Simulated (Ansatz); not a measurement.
We consider fluorite CdF₂, described by r²SCAN+rVV10 (Ansatz, an electronic-structure program, PAW).

Settings: plane-wave cutoff 560 eV, 12×12×12 k mesh, Fermi–Dirac smearing 0.01 eV, scalar-relativistic PAW data made under PBE.

A third-order Birch–Murnaghan fit to the energies gives V0 = 12.869 Å³/atom, B0 = 118 GPa, B′ = 4.8.

| V (Å³/atom) | P (GPa) |
|---|---|
| 12.097 | 8.46 |
| 12.355 | 5.30 |
| 12.612 | (withheld) |
| 12.870 | -0.01 |
| 13.127 | (withheld) |
| 13.384 | -4.22 |
| 13.642 | (withheld) |

### Question
Estimate the withheld pressures from this fit; the answers are the runs' own values.

### Answer

- 12.612, P (GPa): 2.50
- 13.127, P (GPa): -2.23
- 13.642, P (GPa): -5.99

The formula P = (3/2) B0 (x^(7/3) − x^(5/3)) [1 + (3/4)(B′ − 4)(x^(2/3) − 1)] with x = V0/V meets the computed pressures within 0.02 GPa when these rounded values are put in.

Static lattice: no zero-point or thermal effects.
